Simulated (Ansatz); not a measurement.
The first iterations of a band of BH5S (7 atoms, charge 0, multiplicity 1).

Method: RKS B3LYP-D4/def2-SVP in Ansatz.

* movable images: 5
* climbing image: yes
* spring: 20.0 eV/Å²
* optimiser: quadratic models (default)
* start path: through a guess of the saddle point
* force threshold: 0.05 eV/Å
* iteration limit: 60
* end points: relaxed

First end point:

```xyz
7
Properties=species:S:1:pos:R:3
B -0.002 -0.017 0.008
H -0.560 0.456 0.974
H 1.184 0.224 -0.106
H -0.624 -0.013 -1.036
S 0.090 -2.038 0.351
H -1.177 -2.340 0.729
H 0.553 -2.109 1.624
```

Last end point:

```xyz
7
Properties=species:S:1:pos:R:3
B 0.222 -0.552 -0.821
H -0.285 -0.045 3.172
H 1.290 -0.010 -0.916
H -0.805 -0.024 -1.150
S 0.251 -2.200 -0.156
H -1.075 -2.475 -0.191
H -0.133 -0.531 2.606
```

| iteration | highest image above the first end (eV) | largest band force component (eV/Å) |
| --- | --- | --- |
| 1 | 2.991 | 6.942 |
| 2 | 1.770 | 3.395 |
| 3 | 1.005 | 1.440 |
| 4 | 0.614 | 1.132 |
| 5 | 0.494 | 0.627 |

Question: Does the band converge within its limit, and where does its top end?

Answer: The forces met the threshold. It ended after 15 iterations with the highest image 0.730 eV above the first end. Another band between the same ends (5 images) ends at a top of the same energy, where a vibrational analysis finds 1 clearly imaginary mode. The orbitals stay closed-shell, which can raise the energy where a bond breaks towards radicals; this wasn't checked here.

Run time: 90 s on 1 thread of Arm Neoverse V2, with other jobs on the host, peak memory 0.1 GiB.
